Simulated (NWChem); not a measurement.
System: ethane (C2H6); SMILES CC

NWChem input:

```
start job
memory heap 200 mb stack 900 mb global 1100 mb
geometry units angstroms noautosym nocenter noautoz
  C      0.000000     0.000000     0.759558
  C      0.000000     0.000000    -0.759558
  H     -0.724029     0.724029     1.165167
  H      0.989042     0.265013     1.165167
  H     -0.265013    -0.989042     1.165167
  H     -0.989042    -0.265013    -1.165167
  H      0.724029    -0.724029    -1.165167
  H      0.265013     0.989042    -1.165167
end
basis spherical
  * library cc-pvtz
end
dft
  xc b3lyp
  iterations 150
end
property
  shielding 2 1 3
end
task dft property
```

The geometry was optimised at PBE0/def2-SVP. B3LYP is NWChem's, with the RPA form of VWN correlation.

GIAO values for the isolated, static molecule; σ is the absolute isotropic shielding.

Atoms are numbered as in the input.

Problem. Predict the main results of this run. (B3LYP/cc-pVTZ, GIAO.) Quantities: basis functions; σ C1 (ppm); σ H3 (ppm).

Solution. 
```json
{
  "number_of_basis_functions": "144",
  "σ C1 (ppm)": "173.0",
  "σ H3 (ppm)": "30.50"
}
```
